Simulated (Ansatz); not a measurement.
A made-up structure of CH$_{3}$BSi, closed shell:

B1  (-0.328, -0.219, -0.494)
C2  (0.134, -0.149, 0.876)
Si3  (1.067, 1.196, 0.244)
H4  (-1.053, -0.839, -1.205)
H5  (2.479, 1.138, 0.384)
H6  (-0.055, -0.697, 1.783)
(Å)

It is relaxed with PBE-D4/def2-SVP and then PBE0-D4/def2-TZVP (Ansatz 0.2.0). Atoms count as bonded within 1.22 times the sum of their covalent radii (H–H: 0.88 Å). The end point is not checked to be a true minimum.

Does its bonding change? (A judgement: the text doesn't fix the answer.)

Computed: No: no bond forms or breaks.

Where it ends: The first stage lowers the energy by 0.95 eV in 10 steps. It ends as CH₃BSi ([BH]1[CH][SiH]1):
B1  (-0.317, -0.238, -0.451)
C2  (0.159, -0.265, 0.952)
Si3  (1.224, 0.746, 0.034)
H4  (-1.115, -0.603, -1.248)
H5  (2.438, 1.520, 0.420)
H6  (-0.144, -0.730, 1.881)
(Å)

Labels in which every atom is bracketed show which atoms are joined, not bond orders.

For scale, one of the runs: PBE0-D4/def2-TZVP relaxation, 117 basis functions, launched by `ansatz run in.yaml --threads 2 --pin off --events-out ev --progress --plain --max-ram 4352MiB`. The run took about 11 s on 2 CPU threads of an Arm Neoverse V1 (shared host).
